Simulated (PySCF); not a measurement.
HN, singlet, at a GFN2-xTB geometry of the parent state; PySCF with CAMB3LYP/def2-TZVP.

Input for PySCF:
```python
from pyscf import gto, scf, dft

mol = gto.Mole()
mol.atom = '''
    N    -0.00000000   -0.00000000   -0.12795737
    H     0.00000000    0.00000000    0.89570158
'''
mol.basis = 'def2-tzvp'
mol.verbose = 4
mol.build()

mf = dft.RKS(mol)
mf.xc = 'camb3lyp'
mf.kernel()
mf.analyze()
```

The log (banner, timings and long lists left out):

```
PySCF version 2.14.0

[INPUT] verbose = 4
[INPUT] num. atoms = 2
[INPUT] num. electrons = 8
[INPUT] charge = 0
[INPUT] spin (= nelec alpha-beta = 2S) = 0
[INPUT] symmetry False subgroup None
[INPUT] Mole.unit = angstrom
[INPUT] Symbol           X                Y                Z      unit          X                Y                Z       unit  Magmom
[INPUT]  1 N      0.000000000000   0.000000000000  -0.127957370000 AA    0.000000000000   0.000000000000  -0.241804384920 Bohr   0.0
[INPUT]  2 H      0.000000000000   0.000000000000   0.895701580000 AA    0.000000000000   0.000000000000   1.692630675540 Bohr   0.0

nuclear repulsion = 3.61862754820832
number of shells = 15
number of NR pGTOs = 54
number of NR cGTOs = 37
basis = def2-tzvp
ecp = {}

******** <class 'pyscf.dft.rks.RKS'> ********
method = RKS
initial guess = minao
damping factor = 0
level_shift factor = 0
DIIS = <class 'pyscf.scf.diis.CDIIS'>
diis_start_cycle = 1
diis_space = 8
diis_damp = 0
SCF conv_tol = 1e-09
SCF conv_tol_grad = None
SCF max_cycles = 50
direct_scf = True
direct_scf_tol = 1e-13
XC library pyscf.dft.libxc version 7.1.2
    S. Lehtola, C. Steigemann, M. J. T. Oliveira, and M. A. L. Marques,  SoftwareX 7, 1–5 (2018)
XC functionals = camb3lyp
    T. Yanai, D. P. Tew, and N. C. Handy,  Chem. Phys. Lett. 393, 51 (2004)
radial grids:
    Treutler-Ahlrichs [JCP 102, 346 (1995); DOI:10.1063/1.469408] (M4) radial grids

becke partition: Becke, JCP 88, 2547 (1988); DOI:10.1063/1.454033
pruning grids: <function nwchem_prune>
grids dens level: 3
symmetrized grids: False
atomic radii adjust function: <function treutler_atomic_radii_adjust>
small_rho_cutoff = 0
Set gradient conv threshold to 3.16228e-05
Initial guess from minao.
tot grids = 23712
init E= -54.9589776677944

WARN: HOMO -0.23560889642188 == LUMO -0.235608896421877

cycle= 1 E= -55.1302511968216  delta_E= -0.171  |g|= 0.176  |ddm|=    1
  HOMO = -0.363038567439748  LUMO = -0.161996316870891  gap/eV = 5.47064
cycle= 2 E= -55.1359564215637  delta_E= -0.00571  |g|= 0.068  |ddm|= 0.133
  HOMO = -0.337096289552221  LUMO = -0.135474656330736  gap/eV = 5.48640
cycle= 3 E= -55.1367375775723  delta_E= -0.000781  |g|= 0.019  |ddm|= 0.0498
  HOMO = -0.342867913689716  LUMO = -0.140540336199205  gap/eV = 5.50561
cycle= 4 E= -55.1368131173082  delta_E= -7.55e-05  |g|= 0.00285  |ddm|= 0.0136
  HOMO = -0.34228461148815  LUMO = -0.13986521409921  gap/eV = 5.50811
cycle= 5 E= -55.1368150538734  delta_E= -1.94e-06  |g|= 0.000157  |ddm|= 0.0029
  HOMO = -0.342255767720566  LUMO = -0.139844415623536  gap/eV = 5.50789
cycle= 6 E= -55.1368150707373  delta_E= -1.69e-08  |g|= 1.62e-05  |ddm|= 0.000411
  HOMO = -0.342257764409226  LUMO = -0.139847155500131  gap/eV = 5.50787
cycle= 7 E= -55.136815070923  delta_E= -1.86e-10  |g|= 2.52e-06  |ddm|= 3.69e-05
  HOMO = -0.342257174376758  LUMO = -0.139846657059081  gap/eV = 5.50787
Extra cycle  E= -55.1368150709273  delta_E= -4.33e-12  |g|= 1.28e-06  |ddm|= 4.62e-06
converged SCF energy = -55.1368150709273
**** SCF Summaries ****
Total Energy =                         -55.136815070927312
Nuclear Repulsion Energy =               3.618627548208317
One-electron Energy =                  -81.607337859267275
Two-electron Energy =                   22.851895240131647
Two-electron Coulomb Energy =           29.970650575483454
DFT Exchange-Correlation Energy =       -7.118755335351807
HOMO-LUMO gap [eV] =                     5.507870721239207
**** MO energy ****
MO #1   energy= -14.4783484342079  occ= 2
MO #2   energy= -0.885775758419424 occ= 2
MO #3   energy= -0.467370376212152 occ= 2
MO #4   energy= -0.342257174376758 occ= 2
MO #5   energy= -0.139846657059081 occ= 0
MO #6   energy= 0.0805894862279537 occ= 0
MO #7   energy= 0.355068522320022  occ= 0
MO #8   energy= 0.383097558736102  occ= 0
MO #9   energy= 0.38905417684021   occ= 0
MO #10  energy= 0.394863783812735  occ= 0
MO #11  energy= 0.513011191078128  occ= 0
MO #12  energy= 0.995048065787283  occ= 0
 ** Mulliken pop on meta-lowdin orthogonal AOs  **
 ** Mulliken pop  **
pop of  0 N 1s            1.99992
pop of  0 N 2s            1.80087
pop of  0 N 3s            0.01144
pop of  0 N 4s            0.00060
pop of  0 N 5s            0.00003
pop of  0 N 2px           1.69296
pop of  0 N 2py           0.27918
pop of  0 N 2pz           1.41823
pop of  0 N 3px           0.01702
pop of  0 N 3py           0.00281
pop of  0 N 3pz           0.00113
pop of  0 N 4px           0.00223
pop of  0 N 4py           0.00037
pop of  0 N 4pz           0.00080
pop of  0 N 3dxy          0.00009
pop of  0 N 3dyz          0.00033
pop of  0 N 3dz^2         0.00670
pop of  0 N 3dxz          0.00203
pop of  0 N 3dx2-y2       0.00010
pop of  0 N 4dxy          0.00000
pop of  0 N 4dyz          0.00002
pop of  0 N 4dz^2         0.00018
pop of  0 N 4dxz          0.00012
pop of  0 N 4dx2-y2       0.00000
pop of  0 N 4f-3          0.00008
pop of  0 N 4f-2          0.00002
pop of  0 N 4f-1          0.00001
pop of  0 N 4f+0          0.00054
pop of  0 N 4f+1          0.00007
pop of  0 N 4f+2          0.00002
pop of  0 N 4f+3          0.00002
pop of  1 H 1s            0.74439
pop of  1 H 2s            0.00980
pop of  1 H 3s            0.00425
pop of  1 H 2px           0.00237
pop of  1 H 2py           0.00039
pop of  1 H 2pz           0.00087
 ** Mulliken atomic charges  **
charge of    0N =     -0.23792
charge of    1H =      0.23792
Dipole moment(X, Y, Z, Debye): -0.00000, -0.00000,  1.67874
```
